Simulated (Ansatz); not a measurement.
C2H2Cl, charge -2, doublet, at the geometry of the source list (a state made from the parent by changing its charge; the spin is typed, not shown lowest) (a gas-phase anion, which may not be bound at this level); MP2/STO-3G (Ansatz, a program for electronic structure).

Here is a job for Ansatz.
Ansatz 0.2 input:
```yaml
crystal:
  periodic: [false, false, false]
  atoms:
    - {symbol: C, position_ang: [-0.30653300, -0.14551000, 0.00000000]}
    - {symbol: C, position_ang: [0.99669000, 0.12698100, 0.00000000]}
    - {symbol: Cl, position_ang: [-0.93808800, -1.75650600, 0.00000000]}
    - {symbol: H, position_ang: [-1.07763100, 0.61543700, 0.00000000]}
    - {symbol: H, position_ang: [1.32556300, 1.15959900, 0.00000000]}
basis:
  gaussian:
    orbitals: STO-3G
total_charge: -2
magnetization: {spin_polarized: true, initial_magnetization: 1}
correlation: {method: mp2}
```

What the program printed (banner, timings and long lists left out):

```
Functional definition: HF
261 factors; integrals over basis functions are off by at most 2.9e-5 eV
mean field evaluation 1: about -14408.4320 eV, gradient 2.0e1 eV
mean field evaluation 2: about -14408.5690 eV, gradient 2.0e1 eV
mean field evaluation 4: about -14412.1947 eV, gradient 2.9e0 eV
mean field evaluation 8: about -14412.4110 eV, gradient 8.0e-5 eV
mean field evaluation 16: about -14411.4993 eV, gradient 2.0e0 eV
mean field evaluation 32: about -14411.3005 eV, gradient 1.8e0 eV
mean field -14412.40689603 eV, -529.6461843489 hartree, gradient 2.7e-6 eV, S^2 0.756722; 6 other end points of the search recorded, 0 dependent functions left out
7 core orbitals not correlated
reference -14412.40689603 eV, -529.6461843489 hartree; 10, 9 occupied and 4, 5 virtual orbitals, 261 factors
second order -1.69437643 eV of doubles, -0.00000000 eV of singles
Total energy: -14414.10127246 eV, -529.7084515343 hartree
```
